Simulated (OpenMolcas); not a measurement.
## C2ClF3 (chlorotrifluoroethylene): the vertical energy of the triplet above the singlet from total energies

C2ClF3 has 6 atoms, charge 0, and is taken as a singlet. As SMILES, `FC(F)=C(F)Cl`. The shape is that of a GFN2-xTB optimisation.

Both states at this one shape; open shells run unrestricted unless said. 1 Eh = 27.2114 eV.

| level | program | singlet C2ClF3 (Eh) | triplet C2ClF3 (Eh) |
| --- | --- | --- | --- |
| B97-1/ANO-RCC-MB (DKH2) | OpenMolcas | -837.259007 | -837.109061 |
| B97-1/ANO-RCC-VDZ (DKH2) | OpenMolcas | -837.493505 | -837.332349 |
| B97-1/ANO-RCC-VDZP (DKH2) | OpenMolcas | -837.626552 | -837.463357 |
| B97-1/ANO-RCC-VTZP (DKH2, RICD fitting) | OpenMolcas | -837.651071 | -837.487439 |

Q: Work out the vertical gap, second state less first, at each level.

A: 
1. B97-1/ANO-RCC-MB (DKH2): -837.109061 − (-837.259007) = 0.149946 Eh = 4.08 eV.
2. B97-1/ANO-RCC-VDZ (DKH2): -837.332349 − (-837.493505) = 0.161156 Eh = 4.39 eV.
3. B97-1/ANO-RCC-VDZP (DKH2): -837.463357 − (-837.626552) = 0.163195 Eh = 4.44 eV.
4. B97-1/ANO-RCC-VTZP (DKH2, RICD fitting): -837.487439 − (-837.651071) = 0.163632 Eh = 4.45 eV.

No measured value is set beside it here; the levels span 4.08 to 4.45 eV. Minimal sets are far from the basis-set limit.
